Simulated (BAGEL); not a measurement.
# C2H4O (oxirane): a first try and a second

Wanted: the excited states of C2H4O (oxirane), CIS/def2-SVP (density fitting with svp-jkfit).

The results are computed with BAGEL 1.2.2.

5 further runs of the same task are left out: 2 that didn't finish, 3 set aside as unsound or not needed.

## 1. The molecule

C2H4O: 7 atoms, total charge 0, spin state singlet. SMILES: `C1CO1`. The shape is that of a PBE0-D4/def2-TZVP optimisation.

Bond lengths: C1–C2 1.458 Å, C1–O3 1.416 Å, C2–O3 1.416 Å, C1–H4 1.087 Å, C1–H5 1.087 Å, C2–H6 1.087 Å, C2–H7 1.087 Å. Some angles: C1–C2–O3 59.0°, C2–C1–O3 59.0°, C1–O3–C2 62.0°, C1–C2–H6 119.5°, C1–C2–H7 119.5°, O3–C2–H6 115.3°, O3–C2–H7 115.3°, C2–C1–H4 119.5°, C2–C1–H5 119.5°, O3–C1–H4 115.3°.

## 2. First attempt

Contents of input.json:

```json
{ "bagel" : [

{
  "title" : "molecule",
  "basis" : "svp",
  "df_basis" : "svp-jkfit",
  "finite_nucleus" : true,
  "geometry" : [
    { "atom" : "C", "xyz" : [    -1.14233944,    -0.51570626,    -0.57390982 ] },
    { "atom" : "C", "xyz" : [     1.22832198,     0.31029303,     0.56124866 ] },
    { "atom" : "O", "xyz" : [    -0.64231791,     2.07983257,    -0.16308336 ] },
    { "atom" : "H", "xyz" : [    -1.17011842,    -1.10492287,    -2.54149267 ] },
    { "atom" : "H", "xyz" : [    -2.60479849,    -1.32866644,     0.61775147 ] },
    { "atom" : "H", "xyz" : [     1.50611172,     0.10355699,     2.58609020 ] },
    { "atom" : "H", "xyz" : [     2.94079180,     0.32730056,    -0.57315393 ] }
  ],
  "angstrom" : true
},

{ "title" : "hf", "maxiter" : 60 },

{ "title" : "cis", "nstate" : 3 }

]}
```

The run is started by

```
BAGEL_NUM_THREADS=1 BAGEL input.json > input.out
```

The program printed:

```text
* using 1 threads per process

  ===============================================================
  ===============================================================

  *** Geometry ***

  { "atom" : "C", "xyz" : [     -2.158709,     -0.974544,     -1.084532 ] },
  { "atom" : "C", "xyz" : [      2.321192,      0.586369,      1.060606 ] },
  { "atom" : "O", "xyz" : [     -1.213805,      3.930314,     -0.308183 ] },
  { "atom" : "H", "xyz" : [     -2.211203,     -2.088002,     -4.802725 ] },
  { "atom" : "H", "xyz" : [     -4.922356,     -2.510816,      1.167381 ] },
  { "atom" : "H", "xyz" : [      2.846139,      0.195694,      4.887002 ] },
  { "atom" : "H", "xyz" : [      5.557291,      0.618508,     -1.083104 ] },

  Number of auxiliary basis functions:      299

  Since a DF basis is specified, we compute 2- and 3-index integrals:
    o Being stored without compression. Storage requirement is 0.009 GB

  Number of basis functions:       62
  Number of electrons      :       24

    * METHOD: MOLECULE                             0.07

  *** RHF ***

  === Nuclear Repulsion ===
    40.0626297910

      * DIIS with orbital gradients will be used.

  === RHF iteration (svp) ===
      0       -150.64041872          0.03298670           0.01
      1       -144.86055444          0.07841719           0.01
      2       -151.45792816          0.01000760           0.01
      3       -151.51401846          0.00928641           0.01
      4       -151.56653175          0.00526439           0.01
      5       -151.63056473          0.00379449           0.01
      6       -151.65791416          0.00225615           0.01
      7       -151.66487470          0.00065525           0.01
      8       -151.66518807          0.00022856           0.01
      9       -151.66528193          0.00012175           0.01
     10       -151.66531169          0.00006090           0.01
     11       -151.66532518          0.00003156           0.01
     12       -151.66532800          0.00002116           0.01
     13       -151.66532902          0.00001433           0.01
     14       -151.66532994          0.00000489           0.01
     15       -151.66533000          0.00000107           0.01
[... 10 lines of this table left out ...]
     26       -151.66533000          0.00000010           0.01
     27       -151.66533000          0.00000008           0.01
     28       -151.66533000          0.00000006           0.01
     29       -151.66533000          0.00000004           0.01
     30       -151.66533000          0.00000003           0.01
     31       -151.66533000          0.00000002           0.01
     32       -151.66533000          0.00000001           0.01
     33       -151.66533000          0.00000001           0.01
    * SCF iteration converged.

    * Permanent dipole moment:
           (    0.003727,    -0.011497,     0.001010) a.u.

    * METHOD: HF                                   0.54

  === CIS iteration ===

        0     0     0.08997869     0.00413699      0.01
        0     1     0.12995295     0.00358911      0.00
        0     2     0.16424461     0.00421350      0.00

        1     0     0.03111703     0.00210157      0.01
        1     1     0.08809814     0.00499603      0.00
        1     2     0.12803273     0.00285769      0.00

        2     0     0.02587917     0.00055247      0.01
        2     1     0.04223006     0.00211411      0.00
        2     2     0.11285200     0.00080027      0.00

        3     0     0.02491142     0.00122095      0.01
        3     1     0.03725410     0.00080313      0.00
        3     2     0.10582869     0.00635268      0.00

[... 15 lines of this table left out ...]

        8     0    -0.04458118     0.00000095      0.01
        8     1     0.02667027     0.00000022      0.00
        8     2     0.03632537     0.00000149      0.00

        9 *   0    -0.04458118     0.00000095      0.00
        9 *   1     0.02667027     0.00000022      0.00
        9     2     0.03632537     0.00000030      0.00

    * CIS converged

    * Permanent dipole moment: Transition 0 -> 0
           (   -0.080321,    -0.027971,    -0.038454) a.u.

    * Permanent dipole moment: Transition 0 -> 1
           (    0.202987,     0.070699,     0.097196) a.u.

    * Permanent dipole moment: Transition 0 -> 2
           (   -0.051188,     0.163125,    -0.011704) a.u.

    * METHOD: CIS                                  0.11

  ===============================================================
```

Run time: 0.88 s. Hardware: 1 thread of Arm Neoverse V2, shared host; peak memory 0.14 GiB.

## 3. Reading the log

The run finished; that doesn't make the result usable.

The cause is that the coordinates are read in the wrong unit, so the molecule is scaled by the ratio of bohr to ångström. As the program read them, the closest atoms are 2.05 Å apart, against 1.09 Å in the sound input.

## 4. Try two

Contents of calc.json:

```json
{ "bagel": [

{
  "title": "molecule",
  "basis": "svp",
  "df_basis": "svp-jkfit",
  "angstrom": false,
  "finite_nucleus": true,
  "geometry": [
    { "atom": "C", "xyz": [    -1.14233944,    -0.51570626,    -0.57390982 ] },
    { "atom": "C", "xyz": [     1.22832198,     0.31029303,     0.56124866 ] },
    { "atom": "O", "xyz": [    -0.64231791,     2.07983257,    -0.16308336 ] },
    { "atom": "H", "xyz": [    -1.17011842,    -1.10492287,    -2.54149267 ] },
    { "atom": "H", "xyz": [    -2.60479849,    -1.32866644,     0.61775147 ] },
    { "atom": "H", "xyz": [     1.50611172,     0.10355699,     2.58609020 ] },
    { "atom": "H", "xyz": [     2.94079180,     0.32730056,    -0.57315393 ] }
  ]
},

{ "title": "hf", "maxiter": 50 },

{ "title": "cis", "nstate": 3 }

]}
```

The run is started by

```
BAGEL_NUM_THREADS=1 BAGEL calc.json > calc.out
```

The program printed:

```text
* using 1 threads per process

  ===============================================================
  ===============================================================

  *** Geometry ***

  { "atom" : "C", "xyz" : [     -1.142339,     -0.515706,     -0.573910 ] },
  { "atom" : "C", "xyz" : [      1.228322,      0.310293,      0.561249 ] },
  { "atom" : "O", "xyz" : [     -0.642318,      2.079833,     -0.163083 ] },
  { "atom" : "H", "xyz" : [     -1.170118,     -1.104923,     -2.541493 ] },
  { "atom" : "H", "xyz" : [     -2.604798,     -1.328666,      0.617751 ] },
  { "atom" : "H", "xyz" : [      1.506112,      0.103557,      2.586090 ] },
  { "atom" : "H", "xyz" : [      2.940792,      0.327301,     -0.573154 ] },

  Number of auxiliary basis functions:      299

  Since a DF basis is specified, we compute 2- and 3-index integrals:
    o Being stored without compression. Storage requirement is 0.009 GB

  Number of basis functions:       62
  Number of electrons      :       24

    * METHOD: MOLECULE                             0.07

  *** RHF ***

  === Nuclear Repulsion ===
    75.7073981707

      * DIIS with orbital gradients will be used.

  === RHF iteration (svp) ===
      0       -152.64767469          0.01792001           0.01
      1       -152.72111545          0.01086803           0.01
      2       -152.74919964          0.00208899           0.01
      3       -152.75050745          0.00054441           0.01
      4       -152.75056968          0.00008449           0.01
      5       -152.75057355          0.00002548           0.01
      6       -152.75057402          0.00000618           0.01
      7       -152.75057404          0.00000158           0.01
      8       -152.75057405          0.00000050           0.01
      9       -152.75057405          0.00000013           0.01
     10       -152.75057405          0.00000004           0.01
     11       -152.75057405          0.00000001           0.01
     12       -152.75057405          0.00000000           0.01
    * SCF iteration converged.

    * Permanent dipole moment:
           (   -0.277596,     0.884099,    -0.063484) a.u.

    * METHOD: HF                                   0.24

  === CIS iteration ===

        0     0     0.42263359     0.00298391      0.01
        0     1     0.43331076     0.00252201      0.00
        0     2     0.47175604     0.00259780      0.00

        1     0     0.41345688     0.00089875      0.01
        1     1     0.42270603     0.00101694      0.00
        1     2     0.44343513     0.00314704      0.00

        2     0     0.41073858     0.00288788      0.01
        2     1     0.41272377     0.00058153      0.00
        2     2     0.42130367     0.00031507      0.00

        3     0     0.38280262     0.00229252      0.01
        3     1     0.41194783     0.00076757      0.00
        3     2     0.42118687     0.00015095      0.00

        4     0     0.37772573     0.00086234      0.01
        4     1     0.41077473     0.00078439      0.00
        4     2     0.42116455     0.00009424      0.00

        5     0     0.37720831     0.00026126      0.01
        5     1     0.41017797     0.00034871      0.00
        5     2     0.42104161     0.00072647      0.00

        6     0     0.37716691     0.00006868      0.01
        6     1     0.39947545     0.00303412      0.00
        6     2     0.41002505     0.00021917      0.00

        7     0     0.37716557     0.00001888      0.01
        7     1     0.39247081     0.00160603      0.00
        7     2     0.40999100     0.00007384      0.00

        8     0     0.37716548     0.00000611      0.01
        8     1     0.39127672     0.00045639      0.00
        8     2     0.40998439     0.00005953      0.00

        9     0     0.37716546     0.00000143      0.01
        9     1     0.39117913     0.00016600      0.00
        9     2     0.40998213     0.00002554      0.00

       10     0     0.37716546     0.00000053      0.01
       10     1     0.39116885     0.00011950      0.00
       10     2     0.40998187     0.00001006      0.00

       11 *   0     0.37716546     0.00000053      0.01
       11     1     0.39116139     0.00008864      0.00
       11     2     0.40998184     0.00000224      0.00

       12 *   0     0.37716546     0.00000053      0.01
       12     1     0.39115978     0.00002582      0.00
       12     2     0.40998184     0.00000057      0.00

       13 *   0     0.37716546     0.00000053      0.00
       13     1     0.39115968     0.00000440      0.00
       13 *   2     0.40998184     0.00000056      0.00

       14 *   0     0.37716546     0.00000053      0.00
       14     1     0.39115968     0.00000111      0.00
       14 *   2     0.40998184     0.00000056      0.00

       15 *   0     0.37716546     0.00000054      0.00
       15     1     0.39115968     0.00000025      0.00
       15 *   2     0.40998184     0.00000056      0.00

    * CIS converged

    * Permanent dipole moment: Transition 0 -> 0
           (    0.000092,     0.000029,     0.000080) a.u.

    * Permanent dipole moment: Transition 0 -> 1
           (   -0.012745,    -0.001985,     0.028038) a.u.

    * Permanent dipole moment: Transition 0 -> 2
           (    0.027747,    -0.088795,     0.006558) a.u.

    * METHOD: CIS                                  0.14

  ===============================================================
```

Run time: 0.62 s. Hardware: 1 thread of Arm Neoverse V2, shared host; peak memory 0.14 GiB.

The roots found:

| excited state | energy (eV) | strength |
| --- | --- | --- |
| 1 | 10.263 | 0.0000 |
| 2 | 10.644 | 0.0005 |
| 3 | 11.156 | 0.0047 |

## 5. What came out

Level: CIS/def2-SVP (density fitting with svp-jkfit).

| quantity | value |
| --- | --- |
| ground-state or mean-field energy | -152.75057 Eh |
| lowest excitation energy | 10.26 eV |

What this shows: The first attempt's energy was +29.531 eV off this one. The basis has no diffuse functions, so Rydberg states are missing or pushed up, and the true lowest state may lie lower.
